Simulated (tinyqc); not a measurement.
UHF in the sto-3g basis, for CH2, spin multiplicity 3, step by step (part 2 of 2). Computed by tinyqc, a small Python program that keeps every step (integrals from PySCF). Command: `OMP_NUM_THREADS=1 python tinyqc.py 22708 22709 out.jsonl` (the two numbers bound the seeds that draw the settings). One thread of a shared host (Intel(R) Xeon(R) Processor @ 2.60GHz), about 0.3 s of CPU time with the checks.

Geometry (angstrom):

| atom | x | y | z |
|---|---|---|---|
| C | 0.00000 | 0.00000 | 0.00000 |
| H | 0.00000 | 1.25000 | 0.91200 |
| H | 0.00000 | -1.25000 | 0.91200 |

## Iteration 2: diagonalisation and new density

F(alpha) (hartree), lower triangle:
```
            1C 1s     1C 2s    1C 2px    1C 2py    1C 2pz     2H 1s     3H 1s
1C 1s   -11.41324
1C 2s    -3.05692  -1.70264
1C 2px    0.00000   0.00000  -0.57773
1C 2py    0.00000   0.00000   0.00000  -0.19990
1C 2pz   -0.00136   0.11619   0.00000   0.00000  -0.25625
2H 1s    -0.27913  -0.38633   0.00000  -0.25800  -0.19965  -0.24525
3H 1s    -0.27913  -0.38633   0.00000   0.25800  -0.19965  -0.06428  -0.24525
```

F(beta) (hartree), lower triangle:
```
            1C 1s     1C 2s   1C 2px    1C 2py    1C 2pz     2H 1s     3H 1s
1C 1s   -11.34769
1C 2s    -3.02472  -1.24746
1C 2px    0.00000   0.00000  0.18106
1C 2py    0.00000   0.00000  0.00000  -0.05586
1C 2pz    0.00055  -0.13481  0.00000   0.00000   0.07151
2H 1s    -0.27299  -0.38642  0.00000  -0.24449  -0.16163  -0.19809
3H 1s    -0.27299  -0.38642  0.00000   0.24449  -0.16163  -0.04754  -0.19809
```

X:
```
               1         2         3        4         5         6        7
1C 1s   -0.42045   0.00000   0.69886  0.00000  -0.58068   0.00000  0.26195
1C 2s    0.89807   0.00000  -0.32255  0.00000  -0.30556   0.00000  0.49561
1C 2px   0.00000   0.00000   0.00000  1.00000   0.00000   0.00000  0.00000
1C 2py   0.00000   0.85307   0.00000  0.00000   0.00000   0.63911  0.00000
1C 2pz   0.44091   0.00000   0.65992  0.00000   0.61852   0.00000  0.24396
2H 1s   -0.59280  -0.64908  -0.24675  0.00000   0.20449   0.41998  0.37325
3H 1s   -0.59280   0.64908  -0.24675  0.00000   0.20449  -0.41998  0.37325
```

Diagonalise F' = X^T F X, C = X C', fill 5 alpha and 3 beta electrons from the bottom; D(s) = C_occ C_occ^T. Each column has its largest component positive (the first on a tie).

F' = X^T F X (alpha) (hartree), lower triangle:
```
          1        2         3         4         5         6         7
1  -0.50400
2   0.00000  0.27348
3   1.79734  0.00000  -4.37374
4   0.00000  0.00000   0.00000  -0.57773
5  -1.37872  0.00000   4.26404   0.00000  -5.13085
6   0.00000  0.01886   0.00000   0.00000   0.00000  -0.42249
7   0.71162  0.00000  -2.56989   0.00000   3.04810   0.00000  -2.53637
```

orbital energies (alpha) (hartree): MO1 -11.41849, MO2 -0.97021, MO3 -0.57773, MO4 -0.42300, MO5 -0.42225, MO6 0.26599, MO7 0.27399

coefficients C (alpha):
```
             MO1       MO2      MO3       MO4       MO5       MO6       MO7
1C 1s    0.99383  -0.26745  0.00000   0.00000   0.02271  -0.10608   0.00000
1C 2s    0.02446   0.97868  0.00000   0.00000  -0.15765   0.51605   0.00000
1C 2px   0.00000   0.00000  1.00000   0.00000   0.00000   0.00000   0.00000
1C 2py   0.00000   0.00000  0.00000   0.61577   0.00000   0.00000   0.87006
1C 2pz   0.00096  -0.15356  0.00000   0.00000   0.71533   0.73260   0.00000
2H 1s   -0.00342   0.07239  0.00000   0.43740   0.39802  -0.65556  -0.63747
3H 1s   -0.00342   0.07239  0.00000  -0.43740   0.39802  -0.65556   0.63747
```

F' = X^T F X (beta) (hartree), lower triangle:
```
          1        2         3        4         5         6         7
1  -0.27391
2   0.00000  0.37401
3   1.63004  0.00000  -4.07878
4   0.00000  0.00000   0.00000  0.18106
5  -1.55089  0.00000   4.51174  0.00000  -4.81426
6   0.00000  0.07928   0.00000  0.00000   0.00000  -0.33842
7   0.80269  0.00000  -2.62631  0.00000   2.97772   0.00000  -2.41866
```

orbital energies (beta) (hartree): MO1 -11.35207, MO2 -0.62789, MO3 -0.34714, MO4 0.03855, MO5 0.18106, MO6 0.35581, MO7 0.38272

coefficients C (beta):
```
             MO1       MO2       MO3       MO4      MO5       MO6       MO7
1C 1s    0.99450  -0.21483   0.00000   0.15173  0.00000  -0.11308   0.00000
1C 2s    0.02192   0.75094   0.00000  -0.62673  0.00000   0.54072   0.00000
1C 2px   0.00000   0.00000   0.00000   0.00000  1.00000   0.00000   0.00000
1C 2py   0.00000   0.00000   0.54206   0.00000  0.00000   0.00000   0.91780
1C 2pz   0.00124   0.18783   0.00000   0.68863  0.00000   0.74999   0.00000
2H 1s   -0.00325   0.28698   0.48839   0.31860  0.00000  -0.63996  -0.59930
3H 1s   -0.00325   0.28698  -0.48839   0.31860  0.00000  -0.63996   0.59930
```

D(alpha) after iteration 2, lower triangle:
```
           1C 1s     1C 2s   1C 2px    1C 2py   1C 2pz     2H 1s    3H 1s
1C 1s    1.05974
1C 2s   -0.24102   0.98326
1C 2px   0.00000   0.00000  1.00000
1C 2py   0.00000   0.00000  0.00000   0.37918
1C 2pz   0.05827  -0.26303  0.00000   0.00000  0.53527
2H 1s   -0.01372   0.00802  0.00000   0.26934  0.27359   0.35499
3H 1s   -0.01372   0.00802  0.00000  -0.26934  0.27359  -0.02765  0.35499
```

D(beta) after iteration 2, lower triangle:
```
           1C 1s    1C 2s   1C 2px    1C 2py   1C 2pz     2H 1s    3H 1s
1C 1s    1.03518
1C 2s   -0.13952  0.56439
1C 2px   0.00000  0.00000  0.00000
1C 2py   0.00000  0.00000  0.00000   0.29383
1C 2pz  -0.03911  0.14108  0.00000   0.00000  0.03528
2H 1s   -0.06488  0.21544  0.00000   0.26474  0.05390   0.32090
3H 1s   -0.06488  0.21544  0.00000  -0.26474  0.05390  -0.15616  0.32090
```

## Convergence

Stop when the energy changes by less than 1e-09 hartree and every element of the error matrix X^T (F D S - S D F) X (for each spin) is below 9e-06.

Course of the cycle:

| iteration | E (hartree) | change | largest element of the error matrix |
|---|---|---|---|
| 1 | -36.8726907 | - | 2.60e-01 |
| 2 | -38.0822179 | -1.21e+00 | 1.76e-01 |
| 3 | -38.2331972 | -1.51e-01 | 5.32e-02 |
| 4 | -38.2420742 | -8.88e-03 | 1.18e-02 |
| 5 | -38.2427104 | -6.36e-04 | 5.00e-03 |
| 6 | -38.2428158 | -1.05e-04 | 2.49e-03 |
| 7 | -38.2428593 | -4.34e-05 | 1.94e-03 |
| 8 | -38.2428888 | -2.96e-05 | 1.64e-03 |
| 9 | -38.2429133 | -2.45e-05 | 1.54e-03 |
| 10 | -38.2429350 | -2.17e-05 | 1.45e-03 |
| 11 | -38.2429546 | -1.96e-05 | 1.38e-03 |
| 12 | -38.2429724 | -1.78e-05 | 1.31e-03 |
| 13 | -38.2429886 | -1.62e-05 | 1.25e-03 |
| 14 | -38.2430034 | -1.48e-05 | 1.20e-03 |
| ... | ... | ... | ... |
| 61 | -38.2431534 | -1.74e-07 | 1.29e-04 |
| 62 | -38.2431535 | -1.58e-07 | 1.23e-04 |
| 63 | -38.2431537 | -1.44e-07 | 1.17e-04 |
| 64 | -38.2431538 | -1.31e-07 | 1.12e-04 |
| 65 | -38.2431539 | -1.19e-07 | 1.07e-04 |
| 66 | -38.2431540 | -1.08e-07 | 1.02e-04 |
| 67 | -38.2431541 | -9.78e-08 | 9.68e-05 |
| 68 | -38.2431542 | -8.87e-08 | 9.22e-05 |
| 69 | -38.2431543 | -8.06e-08 | 8.79e-05 |
| 70 | -38.2431543 | -7.31e-08 | 8.37e-05 |
| 71 | -38.2431544 | -6.64e-08 | 7.98e-05 |
| 72 | -38.2431545 | -6.03e-08 | 7.60e-05 |
| 73 | -38.2431545 | -5.47e-08 | 7.24e-05 |
| 74 | -38.2431546 | -4.97e-08 | 6.90e-05 |

PySCF UHF in the same basis, after a stability check = -38.2431551 hartree

Not converged within the cap of 74 iterations: the residual falls steadily but slowly, by a factor of about 0.95 a step. Reruns (cap 100 unless said): DIIS 8: converged in 12; damping 0.5: not converged; level shift 0.5: not converged; atomic densities as start, DIIS 8: converged in 13; the original settings with a cap of 400: converged in 115.
